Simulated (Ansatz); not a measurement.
We consider fcc Ni, described by PBEsol (plane waves, PAW; Ansatz, an electronic-structure program).

Settings: plane-wave cutoff 520 eV, 32×32×32 k mesh, Fermi–Dirac smearing 0.034 eV (set by the program), spin-polarised with parallel moments, scalar-relativistic PAW data made under PBE.

Computed at the level's own relaxed cell.

Hill averages of the elastic tensor: K = 231.3 GPa, G = 113.2 GPa. Volume 10.382 Å³/atom, mean atomic mass 58.693 u.

### Question
Work out the density, the sound velocities of a polycrystal and the elastic Debye temperature, and Pugh's ratio at this level.

### Answer
ρ = 1.66054 × 58.693/10.382 = 9.388 g/cm³. v_l = √[(K + 4G/3)/ρ] = 6.381 km/s and v_t = √(G/ρ) = 3.472 km/s. The mean follows from 3/v_m³ = 1/v_l³ + 2/v_t³: v_m = 3.873 km/s. Θ_D = (ħ/k_B) v_m (6π²/V)^(1/3) = 76.38 K Å s/km × 3.873 × 1.7867 Å⁻¹ = 529 K, counting all atoms of the cell. K/G = 2.04, to be set beside Pugh's rough bound of 1.75 between brittle and ductile metals.
